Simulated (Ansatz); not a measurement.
A calculation with Ansatz (development build ahead of 0.2.0).

```yaml
crystal:
  periodic: [false, false, false]
  atoms:
    - { symbol: H, position_ang: [-0.03263, 0.26975, -1.36037] }
    - { symbol: Si, position_ang: [0.0393, -0.50131, 0.02208] }
    - { symbol: O, position_ang: [0.01075, 0.30681, 1.30719] }
basis:
  gaussian: { orbitals: def2-SVP }
magnetization:
  initial_magnetization: 1
hamiltonian:
  xc: hf
correlation:
  method: ccsd_t
  frozen_orbitals: { H: 0, O: 1, Si: 5 }
scf:
  omitted_lower_state_checks: [starts, atomic_configurations, cluster_reference, orbital_swaps, given_window_search, neighbouring_geometries, increment]
```

The input is written out in the form of the current development build from the run's settings. Correlation on restricted open-shell orbitals is semicanonical, with singles.

The run gave:

```yaml
Converged: yes
Reference_energy: -364.15513 hartree
Correlation_energy: -0.29897 hartree
Total_energy: -364.45410 hartree
Stability_test: minimum among restricted orbitals
```
